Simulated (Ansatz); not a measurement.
Two shapes of triplet CH2.

Shape 1:

```xyz
3

C    -0.0403   -0.0063   -0.1348
H    -0.0051    0.9937    0.2691
H    -0.0482   -1.0127    0.3279
```

Shape 2:

```xyz
3

C     0.0000    0.0000   -0.1144
H     0.0000    1.0843    0.3432
H     0.0000   -1.0843    0.3432
```

Basis set: cc-pVDZ (spherical functions). Left uncorrelated: 1 orbital. Charge 0, multiplicity 3.

Computed with Ansatz (development build ahead of 0.2.0); each method stands on the lowest determinant of its kind that the runs found.

**Question.** Which shape is lower in energy, and by how much in each method?

**Answer.**

```json
{"method": "UHF", "E(2) − E(1) (eV)": "0.294"}
{"method": "UHF-MP2", "E(2) − E(1) (eV)": "0.235"}
```

Shape 1 is lower.
